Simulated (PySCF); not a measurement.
Rock-salt LiH: correlation energy from several methods in one and the same small orbital space (PySCF; 8 atoms at the zone centre, 8 electrons in 72 orbitals, empty ones MP2 natural orbitals of a DZ basis, lattice constant set to 4.69591 Å). Its volume lies 55 % above that of the crystal's usual cell. It tests the methods against each other and lies far from the crystal's limit.

CCSDT(Q) gives -0.4320 eV per atom.

Problem. What share of it do MP2, CCSD, CCSD(T), CCSDT recover?

Solution. MP2 73.0 %; CCSD 98.7 %; CCSD(T) 99.6 %; CCSDT 100.0 %.

| method | E_corr (eV per atom) | share of CCSDT(Q) (%) | difference (meV) |
|---|---|---|---|
| MP2 | -0.3153 | 73.0 | 117 |
| CCSD | -0.4262 | 98.7 | 6 |
| CCSD(T) | -0.4303 | 99.6 | 2 |
| CCSDT | -0.4319 | 100.0 | 0 |
| CCSDT(Q) | -0.4320 | 100.0 | 0 |

MP2, (T) and (Q) use filled levels shifted down by the Madelung term, which in so small a cell is a large part of the gap, so these rows hang on it.

CCSDT(Q) is the highest level reached here, not an exact value.
